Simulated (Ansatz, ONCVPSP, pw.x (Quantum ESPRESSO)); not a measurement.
## boron (B): one change to the ONCV potential, in the atom and in the sc crystal

boron, optimised norm-conserving Vanderbilt (ONCV), made with ONCVPSP 4.0.1.1 (patched build) (PBEsol, scalar-relativistic). Core [He], reference 2s2 2p1. Waves: 2s: rc 1.40 bohr, ncon 4, nbas 8, qcut 5.2 1/bohr, 1 projector; 2p: rc 3.00 bohr, ncon 3, nbas 6, qcut 5.2 1/bohr, 2 projectors, debl 0.9 Ha; d scattering state at 0.35 Ha: rc 2.95 bohr, ncon 4, nbas 9, qcut 3.1 1/bohr, 2 projectors, debl 3.6 Ha. Local part: polynomial inside 1.00 bohr (lpopt 5, dvloc0 0 Ha). Core correction: Teter function, fcfact 3.25, rcfact 1.3.

Change: all radii but the core radius scaled by about 1.03 (s 1.44, p 3.10, d 3.04 bohr); local potential polynomial inside 1.04 bohr (lpopt 5, dvloc0 0 Ha).

Cutoffs, loose and tight: the cutoffs (Ha) at which the residual kinetic energy of the hardest occupied pseudo-wave falls to 1 and 0.1 mHa per electron. They do not see the model core or the augmentation charge, which bear on the density cutoff. Test errors are all-electron minus pseudo excitation energies from the reference, over the configurations 2s2 2p0; 2s1 2p0; 2s2 2p0.5; 2s1 2p1; variants that change the core or the reference have their own tests.

Crystal test: sc B in pw.x 7.5, no spin, 17³ k-points, Fermi–Dirac smearing 0.01 Ry, cutoffs set for each file from its atomic test. The reference is all-electron LAPW (Ansatz 0.2.0) with the same functional, mesh and smearing; V0 and B0 come from Birch–Murnaghan fits to the pressures at five volumes. Errors are pseudo minus all-electron; Δ is the rms difference of the E(V) curves that follow from these fits, minima aligned, over ±6 % about the mean V0. Mesh and smearing are coarse, so the numbers serve the comparison and aren't converged zero-temperature values; the lattice is a test structure that the element need not adopt.

All-electron: a0 = 1.878 Å (V0 = 6.62 Å³/atom), B0 = 241.4 GPa.

**Question.** Does the change bring the crystal closer to the all-electron result?

**Answer.** The mean pressure error goes from -34.15 to -41.32 GPa, so the change moves the solid further from the all-electron pressures. Neither pressure curve crosses zero within the volumes sampled, so no fits are given.

| quantity | base | changed |
| --- | --- | --- |
| outcome (atom) | generated | generated |
| cutoff, loose (atom) | 11 Ha | 11 Ha |
| cutoff, tight (atom) | 23 Ha | 22 Ha |
| bound ghosts (atom) | none | none |
| largest test error (meV) (atom) | +233 | +258 |
| cutoffs in pw.x (Ry) | 55/220 | 50/200 |
| mean pressure error (GPa) | -34.15 | -41.32 |

Base: The largest radius (3.00 bohr) exceeds half the bond length (1.78 bohr), so the spheres overlap, which is one possible source of error among others. This is a poor potential for the solid. The cutoffs count occupied waves only; projector 2 of the d channel, the hardest unoccupied one, needs 40 Ha at the loose tolerance. Changed file: The largest radius (3.10 bohr) exceeds half the bond length (1.78 bohr), so the spheres overlap, which is one possible source of error among others. This is a poor potential for the solid. The cutoffs count occupied waves only; projector 2 of the d channel, the hardest unoccupied one, needs 38 Ha at the loose tolerance.
